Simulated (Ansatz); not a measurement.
## CHP (SMILES C#P): methods side by side

The species is CHP (3 atoms), meant as a singlet with charge 0. As SMILES, `C#P`. The coordinates come from a GFN2-xTB relaxation.

```xyz
3

C    -0.1371    0.0598   -0.0664
P     1.1492   -0.5127    0.5742
H    -1.0121    0.4528   -0.5078
```

Quantity: the electronic atomisation energy, in eV. The values are calculated. Electronic energies at fixed atoms, without zero-point motion or spin-orbit coupling.

| level | kind | program | value (eV) | less FCI/STO-3G |
| --- | --- | --- | --- | --- |
| HF/STO-3G | Hartree–Fock | Ansatz | 7.01 | -4.13 |
| PBE/STO-3G | GGA | Ansatz | 13.37 | +2.23 |
| r2SCAN/STO-3G | meta-GGA | Ansatz | 12.50 | +1.36 |
| BHLYP/STO-3G | global hybrid | Ansatz | 11.30 | +0.16 |
| HSE06/STO-3G | range-separated hybrid | Ansatz | 12.44 | +1.30 |
| B2PLYP/STO-3G | double hybrid | Ansatz | 12.06 | +0.92 |
| RPA@PBE/STO-3G | RPA | Ansatz | 10.69 | -0.45 |
| MP2/STO-3G | perturbation theory | Ansatz | 11.28 | +0.14 |
| CCSD(T)/STO-3G | coupled cluster or CI | Ansatz | 11.05 | -0.09 |
| FCI/STO-3G | exact in the basis | Ansatz | 11.14 | 0.00 |

FCI/STO-3G is exact within its basis and frozen core, so for wave-function methods in that basis the difference is their error; functionals converge differently with the basis, so for them it is only a difference. The values span 7.01 to 13.37 eV. All rows use very small basis sets, so none should be taken for the real molecule's value.
